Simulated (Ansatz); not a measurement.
We consider rhombohedral A7 Bi, described by r²SCAN0 in Ansatz (PAW).

Run with plane-wave cutoff 520 eV, 8×8×8 k mesh, Fermi–Dirac smearing 0.05 eV, scalar-relativistic PAW data made under PBE.

Computed at the level's own relaxed cell.

Task: Predict the lattice constant a and c axis length.

Result: 
lattice constant a: 4.470 Å
c axis length: 12.738 Å

Measured, for comparison: lattice constant a 4.533 Å, lattice parameter c 11.796 Å (low temperature, zero-point motion not removed, hexagonal setting; as tabulated in Arnaud et al. (2016), arXiv:1602.08959). Computed (rounded) less measured: lattice constant a -1.4 %, lattice parameter c +8.0 %.

Note: the cell comes from a level without a dispersion term, which matters for the spacing of layers, chains or molecules.

Spin–orbit coupling is not included; it can shift volumes and moduli of such heavy elements.

The computed numbers hold no vibrational or temperature effects.

The result took around 80 core-minutes (rough).

Ansatz is an electronic-structure program.
